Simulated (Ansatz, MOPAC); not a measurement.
System: C$_{2}$H$_{2}$Cl, charge 0, multiplicity 2. SMILES: Cl[C]=C

Atoms: C1, C2, Cl3, H4, H5. Bonds: C1-C2, C1-Cl3, C2-H4, C2-H5.

Bond lengths (Å) and angles (degrees) optimised at AM1 with MOPAC; PM6 with MOPAC; HF/3-21G with Ansatz (an electronic-structure program); HF/6-31G* with Ansatz; B3LYP/LANL2DZ with Ansatz; MP2/6-31G* with Ansatz, each started from the B3LYP-D3(BJ)/def2-TZVP structure (Ansatz) of the last column. A row stands for all coordinates that are equal there. 6-31G* holds six Cartesian d functions. No wavenumbers were computed at B3LYP/LANL2DZ, MP2/6-31G*, so these may be saddle points.

```json
[
 {"coordinate": "C1-C2", "AM1": "1.303", "PM6": "1.320", "HF/3-21G": "1.325", "HF/6-31G*": "1.328", "B3LYP/LANL2DZ": "1.332", "MP2/6-31G*": "1.290", "B3LYP-D3(BJ)/def2-TZVP": "1.309"},
 {"coordinate": "C1-Cl3", "AM1": "1.594", "PM6": "1.600", "HF/3-21G": "1.793", "HF/6-31G*": "1.696", "B3LYP/LANL2DZ": "1.781", "MP2/6-31G*": "1.683", "B3LYP-D3(BJ)/def2-TZVP": "1.677"},
 {"coordinate": "C2-H4", "AM1": "1.101", "PM6": "1.083", "HF/3-21G": "1.074", "HF/6-31G*": "1.077", "B3LYP/LANL2DZ": "1.091", "MP2/6-31G*": "1.088", "B3LYP-D3(BJ)/def2-TZVP": "1.088"},
 {"coordinate": "C2-H5", "AM1": "1.100", "PM6": "1.083", "HF/3-21G": "1.073", "HF/6-31G*": "1.074", "B3LYP/LANL2DZ": "1.088", "MP2/6-31G*": "1.084", "B3LYP-D3(BJ)/def2-TZVP": "1.083"},
 {"coordinate": "C2-C1-Cl3", "AM1": "154.0", "PM6": "154.9", "HF/3-21G": "129.4", "HF/6-31G*": "132.1", "B3LYP/LANL2DZ": "132.3", "MP2/6-31G*": "134.8", "B3LYP-D3(BJ)/def2-TZVP": "135.2"},
 {"coordinate": "C1-C2-H4", "AM1": "124.1", "PM6": "123.4", "HF/3-21G": "122.0", "HF/6-31G*": "122.0", "B3LYP/LANL2DZ": "123.0", "MP2/6-31G*": "122.3", "B3LYP-D3(BJ)/def2-TZVP": "122.0"},
 {"coordinate": "C1-C2-H5", "AM1": "120.1", "PM6": "121.8", "HF/3-21G": "119.8", "HF/6-31G*": "119.7", "B3LYP/LANL2DZ": "119.3", "MP2/6-31G*": "120.0", "B3LYP-D3(BJ)/def2-TZVP": "120.3"},
 {"coordinate": "H4-C2-H5", "AM1": "115.8", "PM6": "114.8", "HF/3-21G": "118.3", "HF/6-31G*": "118.3", "B3LYP/LANL2DZ": "117.7", "MP2/6-31G*": "117.7", "B3LYP-D3(BJ)/def2-TZVP": "117.7"}
]
```

Mean signed difference of all 4 bond lengths from B3LYP-D3(BJ)/def2-TZVP: AM1 -0.014 Å, PM6 -0.018 Å, HF/3-21G 0.027 Å, HF/6-31G* 0.005 Å, B3LYP/LANL2DZ 0.034 Å, MP2/6-31G* -0.003 Å.
